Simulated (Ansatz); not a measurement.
# Nudged elastic band run: H5N2

Input:

```yaml
crystal:
  periodic: [false, false, false]
  atoms:
    - { symbol: H, position_ang: [0.124468, 1.227991, -1.024761] }
    - { symbol: "N", position_ang: [0.067541, 0.246253, -1.334426] }
    - { symbol: "N", position_ang: [-0.547752, -0.544109, 1.164013] }
    - { symbol: H, position_ang: [-0.527461, -0.256597, -0.631119] }
    - { symbol: H, position_ang: [1.020879, -0.134654, -1.239332] }
    - { symbol: H, position_ang: [-0.523466, 0.390191, 1.631998] }
    - { symbol: H, position_ang: [0.38579, -0.929074, 1.433726] }
magnetization:
  spin_polarized: true
  initial_magnetization: 1
basis:
  gaussian: { orbitals: def2-SVP }
hamiltonian:
  xc: blyp
  dispersion: d4
neb:
  order_check: false
  images: 9
  f_tol: 0.2
  max_iterations: 60
  final_atoms:
    - { symbol: H, position_ang: [-0.61077319, 0.55371395, 0.24359986] }
    - { symbol: "N", position_ang: [0.09381046, 0.1656164, -1.3847348] }
    - { symbol: "N", position_ang: [-0.48965972, 0.24962999, 1.24141453] }
    - { symbol: H, position_ang: [0.00634968, -0.86652255, -1.52506002] }
    - { symbol: H, position_ang: [1.13104474, 0.27083847, -1.30944747] }
    - { symbol: H, position_ang: [0.50337948, 0.39785215, 1.47592727] }
    - { symbol: H, position_ang: [-0.63415246, -0.77112741, 1.25839965] }
  initial_path:
    images:
      - { positions_ang: [[0.124468, 1.227991, -1.024761], [0.067541, 0.246253, -1.334426], [-0.547752, -0.544109, 1.164013], [-0.527461, -0.256597, -0.631119], [1.020879, -0.134654, -1.239332], [-0.523466, 0.390191, 1.631998], [0.38579, -0.929074, 1.433726]] }
      - { positions_ang: [[0.08421768, 1.0036186, -0.82038269], [0.09527288, 0.28799747, -1.3201541], [-0.51207384, -0.50512439, 1.17542572], [-0.54774051, -0.17880071, -0.85452613], [1.00883179, -0.14292145, -1.29548297], [-0.54130717, 0.41207196, 1.65031584], [0.41279817, -0.87684047, 1.46490333]] }
      - { positions_ang: [[0.04396737, 0.77924621, -0.61600438], [0.12300476, 0.32974194, -1.30588219], [-0.47639568, -0.46613978, 1.18683844], [-0.56802002, -0.10100443, -1.07793327], [0.99678457, -0.1511889, -1.35163394], [-0.55914833, 0.43395291, 1.66863368], [0.43980634, -0.82460694, 1.49608067]] }
      - { positions_ang: [[0.00371705, 0.55487381, -0.41162607], [0.15073664, 0.37148641, -1.29161029], [-0.44071752, -0.42715517, 1.19825116], [-0.58829953, -0.02320814, -1.3013404], [0.98473736, -0.15945635, -1.40778491], [-0.5769895, 0.45583387, 1.68695151], [0.4668145, -0.77237342, 1.527258]] }
      - { positions_ang: [[-0.03653327, 0.33050141, -0.20724776], [0.17846852, 0.41323087, -1.27733838], [-0.40503936, -0.38817056, 1.20966388], [-0.60857905, 0.05458814, -1.52474753], [0.97269015, -0.16772381, -1.46393588], [-0.59483067, 0.47771483, 1.70526935], [0.49382267, -0.72013989, 1.55843533]] }
      - { positions_ang: [[-0.07678358, 0.10612901, -0.00286946], [0.2062004, 0.45497534, -1.26306648], [-0.3693612, -0.34918595, 1.2210766], [-0.62885856, 0.13238443, -1.74815467], [0.96064294, -0.17599126, -1.52008685], [-0.61267183, 0.49959578, 1.72358719], [0.52083084, -0.66790636, 1.58961266]] }
      - { positions_ang: [[-0.1835815, 0.195646, 0.04642441], [0.18372241, 0.39710355, -1.28740015], [-0.39342091, -0.22942276, 1.22514419], [-0.50181691, -0.06739697, -1.70353574], [0.9947233, -0.08662531, -1.47795898], [-0.38946157, 0.47924706, 1.6740552], [0.28983418, -0.68855057, 1.52337006]] }
      - { positions_ang: [[-0.29037943, 0.28516299, 0.09571827], [0.16124443, 0.33923176, -1.31173381], [-0.41748061, -0.10965957, 1.22921177], [-0.37477526, -0.26717836, -1.65891681], [1.02880366, 0.00274064, -1.4358311], [-0.16625131, 0.45889833, 1.62452322], [0.05883752, -0.70919478, 1.45712746]] }
      - { positions_ang: [[-0.39717735, 0.37467997, 0.14501213], [0.13876644, 0.28135998, -1.33606747], [-0.44154032, 0.01010362, 1.23327936], [-0.24773361, -0.46695976, -1.61429788], [1.06288402, 0.09210658, -1.39370323], [0.05695896, 0.4385496, 1.57499124], [-0.17215914, -0.72983899, 1.39088485]] }
      - { positions_ang: [[-0.50397527, 0.46419696, 0.19430599], [0.11628845, 0.22348819, -1.36040114], [-0.46560002, 0.1298668, 1.23734694], [-0.12069196, -0.66674116, -1.56967895], [1.09696438, 0.18147253, -1.35157535], [0.28016922, 0.41820088, 1.52545925], [-0.4031558, -0.7504832, 1.32464225]] }
      - { positions_ang: [[-0.61077319, 0.55371395, 0.24359986], [0.09381046, 0.1656164, -1.3847348], [-0.48965972, 0.24962999, 1.24141453], [0.00634968, -0.86652255, -1.52506002], [1.13104474, 0.27083847, -1.30944747], [0.50337948, 0.39785215, 1.47592727], [-0.63415246, -0.77112741, 1.25839965]] }
```

Launched with:

```bash
$ ansatz run input.yaml --threads 1 --pin off --max-ram 2048MiB --backend cpu --events-out ev --progress --plain --runs-dir out
```

Output, in part (warnings, iteration lines, the closing report on the highest movable image, with atoms numbered from 0):

```
NEB end point (image 0): max|allowed force component| = 1.049e-2 eV/Å (the criterion of neb.relax_end_points is 4.000e-2)
NEB end point (image 10): max|allowed force component| = 1.761e-3 eV/Å (the criterion of neb.relax_end_points is 4.000e-2)
NEB iter   1: max|band force component| = 2.722e1 eV/Å  barrier→ = 6.7972 eV  barrier← = 6.7972 eV  Δτ_max = 0.1980 Å  (417 SCF iters)
NEB iter   2: max|band force component| = 2.626e0 eV/Å  barrier→ = 0.3670 eV  barrier← = 0.3671 eV  Δτ_max = 0.1985 Å  (311 SCF iters)
NEB iter   3: max|band force component| = 1.087e0 eV/Å  barrier→ = 0.2927 eV  barrier← = 0.2927 eV  Δτ_max = 0.2000 Å  (284 SCF iters)
NEB iter   4: max|band force component| = 2.525e0 eV/Å  barrier→ = 0.6969 eV  barrier← = 0.6969 eV  Δτ_max = 0.1011 Å  (292 SCF iters)
NEB iter   5: max|band force component| = 6.609e-1 eV/Å  barrier→ = 0.2992 eV  barrier← = 0.2992 eV  Δτ_max = 0.1402 Å  (277 SCF iters)
NEB iter   6: max|band force component| = 4.976e-1 eV/Å  barrier→ = 0.2925 eV  barrier← = 0.2925 eV  CI = image 5  Δτ_max = 0.2000 Å  (280 SCF iters)
NEB iter   7: max|band force component| = 2.184e0 eV/Å  barrier→ = 0.2911 eV  barrier← = 0.2911 eV  CI = image 5  Δτ_max = 0.0999 Å  (284 SCF iters)
NEB iter   8: max|band force component| = 6.567e-1 eV/Å  barrier→ = 0.2887 eV  barrier← = 0.2888 eV  CI = image 5  Δτ_max = 0.1992 Å  (272 SCF iters)
NEB iter   9: max|band force component| = 3.481e-1 eV/Å  barrier→ = 0.2792 eV  barrier← = 0.2792 eV  CI = image 5  Δτ_max = 0.2000 Å  (295 SCF iters)
NEB iter  10: max|band force component| = 3.807e-1 eV/Å  barrier→ = 0.2576 eV  barrier← = 0.2577 eV  CI = image 5  Δτ_max = 0.1006 Å  (295 SCF iters)
NEB iter  11: max|band force component| = 2.401e-1 eV/Å  barrier→ = 0.2424 eV  barrier← = 0.2425 eV  CI = image 5  Δτ_max = 0.2000 Å  (269 SCF iters)
NEB iter  12: max|band force component| = 5.311e-1 eV/Å  barrier→ = 0.2063 eV  barrier← = 0.2064 eV  CI = image 5  Δτ_max = 0.1005 Å  (288 SCF iters)
NEB iter  13: max|band force component| = 1.944e-1 eV/Å  barrier→ = 0.1869 eV  barrier← = 0.1870 eV  CI = image 5  Δτ_max = 0.0000 Å  (578 SCF iters)
Total energy: -3055.67437580 eV, -112.2939621000 hartree
Atom 0 at    -0.423244     0.230298    -0.021889 Å, force    -0.189512     0.106743    -0.004986 eV/Å
Atom 1 at    -0.019458     0.444644    -1.202678 Å, force     0.037268    -0.088158     0.157198 eV/Å
Atom 2 at    -0.476833    -0.172287     1.176424 Å, force     0.094742     0.007432    -0.144411 eV/Å
Atom 3 at    -0.329028    -0.434120    -1.667665 Å, force     0.086829     0.000147    -0.027294 eV/Å
Atom 4 at     1.013759     0.330088    -1.152607 Å, force    -0.040457     0.010759    -0.084434 eV/Å
Atom 5 at     0.058742     0.583026     1.652520 Å, force     0.045211    -0.068343     0.031617 eV/Å
Atom 6 at     0.176061    -0.981648     1.215993 Å, force    -0.034080     0.031420     0.072311 eV/Å
Dipole moment:     0.450609    -0.247208     0.023941 e Å
```

The forces met the threshold. The threshold of 0.2 eV/Å is loose, so the images may lie well off the minimum-energy path. The profile has 2 maxima (images 2, 5) with wells between them (image 4): this band takes more than one step, which may be the mechanism or a detour left from its start path. The order of the stationary point at the top wasn't checked.

Final band (atoms are numbered from 1 in the order of the input):

```json
{"image": "0", "path coordinate (Å)": "0.00", "energy (kJ/mol)": "0.0", "H1–N2 (Å)": "1.03", "H1–N3 (Å)": "2.90"}
{"image": "1", "path coordinate (Å)": "0.59", "energy (kJ/mol)": "2.1", "H1–N2 (Å)": "1.03", "H1–N3 (Å)": "2.82"}
{"image": "2", "path coordinate (Å)": "1.19", "energy (kJ/mol)": "6.5", "H1–N2 (Å)": "1.03", "H1–N3 (Å)": "2.57"}
{"image": "3", "path coordinate (Å)": "1.78", "energy (kJ/mol)": "5.1", "H1–N2 (Å)": "1.03", "H1–N3 (Å)": "2.17"}
{"image": "4", "path coordinate (Å)": "2.38", "energy (kJ/mol)": "3.0", "H1–N2 (Å)": "1.05", "H1–N3 (Å)": "1.86"}
{"image": "5", "path coordinate (Å)": "2.97", "energy (kJ/mol)": "18.0", "H1–N2 (Å)": "1.27", "H1–N3 (Å)": "1.27"}
{"image": "6", "path coordinate (Å)": "3.23", "energy (kJ/mol)": "7.3", "H1–N2 (Å)": "1.58", "H1–N3 (Å)": "1.08"}
{"image": "7", "path coordinate (Å)": "3.50", "energy (kJ/mol)": "2.7", "H1–N2 (Å)": "1.77", "H1–N3 (Å)": "1.05"}
{"image": "8", "path coordinate (Å)": "3.77", "energy (kJ/mol)": "1.1", "H1–N2 (Å)": "1.82", "H1–N3 (Å)": "1.05"}
{"image": "9", "path coordinate (Å)": "4.03", "energy (kJ/mol)": "0.3", "H1–N2 (Å)": "1.82", "H1–N3 (Å)": "1.05"}
{"image": "10", "path coordinate (Å)": "4.30", "energy (kJ/mol)": "0.0", "H1–N2 (Å)": "1.82", "H1–N3 (Å)": "1.05"}
```

Run time: 3.3 min on 1 CPU thread of a shared host.
